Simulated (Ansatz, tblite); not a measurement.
Cost and result up the ladder for AlH2(SMe) (CH5AlS) (8 atoms). The state is a singlet with charge 0. Geometry: r2SCAN-D4/def2-TZVP.

```xyz
8

Al    0.918    0.204    1.472
H    -0.276   -0.648    2.070
H     2.150    0.742    2.301
S     0.870    0.665   -0.648
C    -0.686   -0.126   -1.206
H    -1.188   -0.642   -0.389
H    -0.446   -0.841   -1.992
H    -1.342    0.645   -1.607
```

Ansatz on 4 threads of Arm Neoverse V2 on a shared host; xTB runs through tblite on one thread. Times are rough, summed over both states, and most runs start from the orbitals of an earlier one. PBE0-D4/def2-TZVP serves as the yardstick here, not as an exact answer. The other state is a triplet.

The xTB rows come from tblite. HOMO above LUMO, or a gap near zero within one spin, warns that the state may not be the lowest or that an electron is smeared out.

xTB has no spin-polarisation term.

```
              level  functions  wall time  vertical triplet (eV)  difference from PBE0-D4/def2-TZVP (eV)                                  remarks
           GFN2-xTB         27    0.008 s                   4.46                                    0.06                                        –
           GFN1-xTB         32    0.009 s                   5.80                                    1.41                                        –
   PBE-D4/def2-TZVP        135      2.8 s                   4.27                                   -0.13  gap within one spin near zero (triplet)
  PBE0-D4/def2-TZVP        135      3.7 s                   4.40                                    0.00                                        –
r2SCAN-D4/def2-TZVP        135       11 s                   4.31                                   -0.09  gap within one spin near zero (triplet)
```
